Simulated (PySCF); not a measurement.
Numbering as in the mapped SMILES `[CH3:1][N:2]([CH3:3])[P:4]([CH3:5])[CH3:6]`; H(Xn) means a hydrogen on atom n.

Geometry: PBE0-D3(BJ)/def2-SVP; GIAO absolute shieldings from PySCF 2.14, gas phase, non-relativistic, averaged over equivalent atoms.

At PBE0/6-31G* (112 basis functions, 12 s wall time on 1 thread of an Arm Neoverse V1, shared host):
```csv
atoms,σ (ppm)
C1/C3,155.1
C5/C6,176.7
N2,234.4
P4,341.9
H(C1)/H(C3),29.78
H(C5)/H(C6),30.84
```

What do these become at PBE0/def2-SVP?

Results:


```
      atoms  σ at PBE0/def2-SVP  change
      C1/C3               154.8    -0.3
      C5/C6               175.8    -0.9
         N2               236.5    +2.1
         P4               353.4   +11.5
H(C1)/H(C3)               29.33   -0.45
H(C5)/H(C6)               30.36   -0.48
```

The largest change is at P4 (phosphorus bonded to 2 C, N). Cost: 148 basis functions, 15 s wall time on 1 thread of an Arm Neoverse V1, shared host.
